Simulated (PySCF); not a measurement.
**PH2 (SMILES [PH2]), step by step**

Aim: a series of 19 runs (UPBE0-D4/def2-TZVP, UCCSD(T)/def2-TZVPP, URI-MP2/def2-QZVPP, UPBE-D4/def2-TZVPP, U-r2SCAN-D4/def2-TZVPP, UB3LYP-D4/def2-TZVPP, UPBE0-D4/def2-TZVPP, U-wB97M-V/def2-TZVPP, and more) of H2P. Input form: a Python script.

The results are computed with PySCF 2.14.0.

1 further run of the same task is left out (for a faulty analytic Hessian).

## Step 1: The structure to begin with

PH2 has 3 atoms, charge 0, and is taken as a doublet. As SMILES, `[PH2]`. All atoms were displaced at random from a relaxed shape. The run starts from this shape.

Bond lengths: P1–H2 1.411 Å, P1–H3 1.385 Å. Angles: H2–P1–H3 93.7°.

## Step 2: A structure relaxation at UPBE0-D4/def2-TZVP (density fitting with def2-universal-jkfit) (run 1)

mol.xyz reads:

```xyz
3
H2P
P      0.478355    -0.301960     0.227879
H      0.094470     1.055713     0.188682
H     -0.657560    -0.734889    -0.436080
```

input.py reads:

```python
# [PH2]
from pyscf import gto, dft
from pyscf.geomopt.geometric_solver import kernel as optimise

mol = gto.M(
    atom='mol.xyz',
    spin=1,
    basis='def2-tzvp',
    verbose=3,
    max_memory=1860,
    charge=0,
)

mf = dft.UKS(mol, xc='pbe0')
mf = mf.density_fit(auxbasis='def2-universal-jkfit')
mf.grids.level = 4
mf.disp = 'd4'
mf.conv_tol = 1e-09
mf.max_cycle = 100
converged, mol_eq = optimise(mf, maxsteps=100)
print('converged:', converged)
print(mol_eq.tostring())

mf.reset(mol_eq)
mol = mol_eq
mf.kernel()
e_tot = mf.e_tot
print('E(%s) = %.9f' % ('PBE0', e_tot))
```

Started as:

```console
OMP_NUM_THREADS=1 python input.py
```

The log of the run:

```text
maxiter                   100
----------------------------------------------------------
Custom engine selected.
Bonds will be generated from interatomic distances less than 1.20 times sum of covalent radii
9 internal coordinates being used (instead of 9 Cartesians)
Internal coordinate system (atoms numbered from 1):
Distance 1-2
Distance 1-3
Angle 2-1-3
Translation-X 1-3
Translation-Y 1-3
Translation-Z 1-3
Rotation-A 1-3
Rotation-B 1-3
Rotation-C 1-3
> ===== Optimization Info: ====
> Job type: Energy minimization
> Maximum number of optimization cycles: 100
> Initial / maximum trust radius (Angstrom): 0.100 / 0.300
> Convergence Criteria:
> Will converge when all 5 criteria are reached:
>  |Delta-E| < 1.00e-06
>  RMS-Grad  < 3.00e-04
>  Max-Grad  < 4.50e-04
>  RMS-Disp  < 1.20e-03
>  Max-Disp  < 1.80e-03
> === End Optimization Info ===

[... 7 lines left out ...]
WARN: Mole.unit (angstrom) is changed to Bohr
[... 1 line left out ...]
WARN: HOMO -0.215022087924982 >= LUMO -0.215022087924986
[... 1 line left out ...]
converged SCF energy = -342.380364286858  <S^2> = 0.75710574  2S+1 = 2.0070932
[... 7 lines left out ...]
Step    0 : Gradient = 1.545e-02/1.999e-02 (rms/max) Energy = -342.3803642869
[... 8 lines left out ...]
converged SCF energy = -342.381130287143  <S^2> = 0.75714676  2S+1 = 2.007134
[... 10 lines left out ...]
Geometry optimization cycle 3
Cartesian coordinates (Angstrom)
 Atom        New coordinates             dX        dY        dZ
   P   0.501737  -0.305619   0.239981    0.000887 -0.000620  0.000391
   H   0.086331   1.055341   0.184253   -0.000849 -0.000567 -0.000530
   H  -0.672789  -0.730838  -0.443777   -0.000025  0.001197  0.000129
converged SCF energy = -342.381131030488  <S^2> = 0.75714735  2S+1 = 2.0071346
--------------- DFUKS_Scanner gradients ---------------
         x                y                z
0 P    -0.0000142449     0.0000043354    -0.0000065693
1 H    -0.0000012094    -0.0000178266    -0.0000028632
2 H     0.0000150761     0.0000131892     0.0000097558
----------------------------------------------
cycle 3: E = -342.38113103  dE = -7.43346e-07  norm(grad) = 3.2996e-05
Step    2 : Displace = 1.169e-03/1.196e-03 (rms/max) Trust = 1.414e-01 (+) Grad = 1.905e-05/2.228e-05 (rms/max) E (change) = -342.3811310305 (-7.433e-07) Quality = 0.985
Hessian Eigenvalues: 5.00000e-02 5.00000e-02 5.00000e-02 ... 1.57050e-01 2.13147e-01 2.32273e-01
Converged! =D

converged: True
P           0.50173721       -0.30561940        0.23998145
H           0.08633077        1.05534125        0.18425317
H          -0.67278870       -0.73083830       -0.44377727

WARN: HOMO -0.213742765894716 >= LUMO -0.21374276589472

converged SCF energy = -342.381131030491  <S^2> = 0.75714734  2S+1 = 2.0071346
E(PBE0) = -342.381131030
```

It took 11 s on 1 thread of Arm Neoverse V1, shared host; peak memory 0.49 GiB.

Steps, from the record of the run:

```tsv
step	energy from the first frame kept (eV)	largest force (eV/Å)
0	0.0000	1.0282
1	-0.0208	0.0251
2	-0.0209	0.0011
```

After the run. Bond lengths: P1–H2 1.424 Å, P1–H3 1.424 Å. Angles: H2–P1–H3 91.5°.

## Step 3: A single-point energy at UCCSD(T)/def2-TZVPP (run 3)

job.py reads:

```python
# [PH2]
from pyscf import gto, cc

molecule = gto.M(
    atom=[
    ('P', (0.501737, -0.305619, 0.239981)),
    ('H', (0.086331, 1.055341, 0.184253)),
    ('H', (-0.672789, -0.730838, -0.443777)),
],
    spin=1,
    verbose=3,
    charge=0,
    basis='def2-tzvpp',
    max_memory=1860,
)

mf = molecule.UHF()
mf.conv_tol = 1e-10
mf.kernel()
if not mf.converged:
    mf = mf.newton().run(mf.mo_coeff, mf.mo_occ)

mycc = cc.CCSD(mf, frozen=5)
mycc.kernel()
e_t = mycc.ccsd_t()
etot = mycc.e_tot + e_t
print('Final energy', etot)
```

Started as:

```console
OMP_NUM_THREADS=1 python job.py
```

The log of the run:

```text
converged SCF energy = -341.882392110342  <S^2> = 0.76947664  2S+1 = 2.0193827
E(UCCSD) = -342.0468664922475  E_corr = -0.1644743819055911
UCCSD(T) correction = -0.00559106358218052
Final energy -342.0524575558297
```

It took 12 s on 1 thread of Arm Neoverse V1, shared host; peak memory 0.92 GiB.

Runs 4 to 9 aren't shown in full; the table further down has their settings and results.

## Step 4: A single-point energy at UB2PLYP/def2-TZVPP (run 10)

calc.py reads:

```python
# [PH2]
from pyscf import gto, dft, mp

system = gto.M(
    atom='P 0.501737 -0.305619 0.239981; H 0.086331 1.055341 0.184253; H -0.672789 -0.730838 -0.443777',
    verbose=3,
    basis='def2-tzvpp',
    spin=1,
    max_memory=1860,
)

mf = dft.UKS(system, xc='0.53*HF + 0.47*B88, 0.73*LYP')
mf.grids.level = 5
mf.conv_tol = 1e-10
mf.kernel()
if not mf.converged:
    mf = mf.newton().run(mf.mo_coeff, mf.mo_occ)

pt = mp.MP2(mf, frozen=5).run()
energy = mf.e_tot + 0.27 * pt.e_corr
print('PT2 part  %.8f' % (0.27 * pt.e_corr))
print(f'total energy: {energy:.8f} hartree')
```

Started as:

```console
OMP_NUM_THREADS=1 python calc.py
```

The log of the run:

```text
WARN: HOMO -0.199520564419901 >= LUMO -0.199520564419895

converged SCF energy = -342.340426542113  <S^2> = 0.75910103  2S+1 = 2.0090804
E(UMP2) = -342.51147036442  E_corr = -0.171043822306497
E(SCS-UMP2) = -342.519305279018  E_corr = -0.178878736904941
PT2 part  -0.04618183
total energy: -342.38660837 hartree
```

Run time: 7.2 s. Hardware: 1 thread of Arm Neoverse V1, shared host; peak memory 0.33 GiB.

Runs 11 to 19 aren't shown in full; the table further down has their settings and results.

## Step 5: The singlet cation: the energy at B3LYP/6-31G(d) (spherical functions) (run 20)

calc.py reads:

```python
from pyscf import gto, dft

mol = gto.M(
    atom='P 0.501737 -0.305619 0.239981; H 0.086331 1.055341 0.184253; H -0.672789 -0.730838 -0.443777',
    charge=1,
    verbose=3,
    max_memory=1860,
    spin=0,
    basis='6-31g*',
)

ks = dft.RKS(mol, xc='b3lyp')
ks.grids.level = 5
ks.conv_tol = 1e-10
ks.kernel()
if not ks.converged:
    ks = ks.newton().run(ks.mo_coeff, ks.mo_occ)

etot = ks.e_tot
print(f'total energy: {etot:.8f} hartree')
```

Started as:

```console
OMP_NUM_THREADS=1 python calc.py
```

The log of the run:

```text
converged SCF energy = -342.137497061947
total energy: -342.13749706 hartree
```

It took 1.6 s on 1 thread of Arm Neoverse V1, shared host; peak memory 0.18 GiB.

## Step 6: The series

```tsv
run	level	task	integral approximation	partner	energy (Eh)	dipole moment (D) of the reference	HOMO energy (eV)	LUMO energy (eV)	wall time
1	UPBE0-D4/def2-TZVP (density fitting with def2-universal-jkfit)	optimise	def2-universal-jkfit	base	-342.381131	0.64	-7.22	-3.03	11 s
3	UCCSD(T)/def2-TZVPP	energy	none	base	-342.052458	0.62	-10.24	1.04	12 s
4	URI-MP2/def2-QZVPP (density fitting with def2-universal-jkfit)	energy	def2-universal-jkfit	base	-342.039083	0.62	-10.26	0.87	1.7 s
5	UPBE-D4/def2-TZVPP	energy	none	base	-342.349440	0.60	-5.99	-4.13	6.3 s
6	U-r2SCAN-D4/def2-TZVPP	energy	none	base	-342.486103	0.64	-6.44	-3.63	14 s
7	UB3LYP-D4/def2-TZVPP	energy	none	base	-342.538796	0.55	-6.85	-3.47	6.9 s
8	UPBE0-D4/def2-TZVPP	energy	none	base	-342.381693	0.63	-7.22	-3.04	6.9 s
9	U-wB97M-V/def2-TZVPP	energy	none	base	-342.480845	0.53	-9.02	-1.22	23 s
10	UB2PLYP/def2-TZVPP	energy	none	base	-342.386608	0.58	-8.20	-1.63	7.2 s
11	USVWN5/def2-TZVPP	energy	none	base	-341.223113	0.66	-5.94	-4.61	4.5 s
12	UM06-2X/def2-TZVPP	energy	none	base	-342.486890	0.59	-8.00	-2.48	16 s
13	UB3LYP/6-31G* (spherical functions)	energy	none	base	-342.501661	0.88	-6.78	-3.36	2.7 s
14	UHF/STO-3G	energy	none	base	-338.027934	0.40	-7.48	6.83	0.76 s
15	CCSD(T)/def2-TZVPP	energy	none	cation	-341.694930	–	-19.86	-8.49	3.6 s
16	PBE-D4/def2-TZVPP	energy	none	cation	-341.983207	–	-15.73	-13.84	3.6 s
17	B3LYP-D4/def2-TZVPP	energy	none	cation	-342.173926	–	-16.77	-12.93	3.9 s
18	PBE0-D4/def2-TZVPP	energy	none	cation	-342.013990	–	-16.97	-12.66	3.6 s
19	wB97M-V/def2-TZVPP	energy	none	cation	-342.125094	–	-19.20	-10.30	14 s
20	B3LYP/6-31G* (spherical functions)	energy	none	cation	-342.137497	–	-16.75	-12.97	1.6 s
```

## Step 7: Outcome

```
                                                                quantity          value
                                    singlet cation, run 20: total energy  -342.13750 Eh
                                     singlet cation, run 20: HOMO energy      -16.75 eV
                                     singlet cation, run 20: LUMO energy      -12.97 eV
                                   singlet cation, run 20: HOMO–LUMO gap        3.78 eV
 vertical ionisation energy (to the singlet cation), UCCSD(T)/def2-TZVPP       9.729 eV
  vertical ionisation energy (to the singlet cation), UPBE-D4/def2-TZVPP       9.966 eV
vertical ionisation energy (to the singlet cation), UB3LYP-D4/def2-TZVPP       9.929 eV
 vertical ionisation energy (to the singlet cation), UPBE0-D4/def2-TZVPP      10.006 eV
vertical ionisation energy (to the singlet cation), U-wB97M-V/def2-TZVPP       9.680 eV
       vertical ionisation energy (to the singlet cation), UB3LYP/6-31G*       9.909 eV
```

In words: At UCCSD(T)/def2-TZVPP: removing an electron at fixed nuclei costs 9.73 eV (939 kJ/mol). Only the singlet of the ionised species was computed; a triplet could lie lower. At UPBE-D4/def2-TZVPP: the vertical ionisation energy comes to 9.97 eV (962 kJ/mol). At UB3LYP-D4/def2-TZVPP: the vertical ionisation energy comes to 9.93 eV (958 kJ/mol). At UPBE0-D4/def2-TZVPP: the vertical ionisation energy comes to 10.01 eV (231 kcal/mol). At U-wB97M-V/def2-TZVPP: the vertical ionisation energy comes to 9.68 eV (934 kJ/mol). Over runs 16, 17, 18, 19, 20 the HOMO–LUMO gap runs from 1.90 eV (PBE-D4/def2-TZVPP) to 8.91 eV (wB97M-V/def2-TZVPP). Totals of different functionals can't be ranked against each other. In run 14 the basis is minimal, so the values are rough. All runs together took 2.4 min, the longest 23 s.
